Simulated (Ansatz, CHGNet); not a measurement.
## Lattice constant a of 1T (CdI2-type) TiTe2 at several levels of theory

No measured value is used here.

| level (code) | value (Å) |
|---|---|
| CHGNet-r²SCAN | 3.820 |
| LDA (Ansatz) | 3.667 |
| PBE (Ansatz) | 3.765 |
| PBEsol+SOC (Ansatz) | 3.699 |
| PBE-D3(BJ) (Ansatz) | 3.698 |
| PBEsol-D3(BJ) (Ansatz) | 3.619 |
| rVV10 (Ansatz) | 3.826 |
| r²SCAN (Ansatz) | 3.802 |
| HSE06-D3(BJ) (Ansatz) | 3.684 |

CHGNet-r²SCAN: the cell has another shape than the first-principles one, perhaps another minimum in the same group. LDA: LDA has no dispersion term either, though it tends to give short spacings of layers, chains or molecules. PBE, r²SCAN: for a layered or molecular solid the relaxed cell lies over 5 % above the published volume, where the minimum can be shallow. PBE, PBEsol+SOC, r²SCAN: the cell comes from a level without a dispersion term, which matters for the spacing of layers, chains or molecules. HSE06-D3(BJ): exact exchange on metals is sensitive to the k mesh and can open a false gap. HSE06-D3(BJ): the run warned that the count of filled bands differs between k points. Cutoffs and k meshes differ between the levels. Ansatz's density-functional and Hartree–Fock values are scalar-relativistic unless marked +SOC, with PAW data made under PBE.

Machine-learned potentials (CHGNet-r²SCAN) are trained on DFT data: a solid inside that data is no test of them.

Ansatz is a quantum-chemistry and plane-wave program.
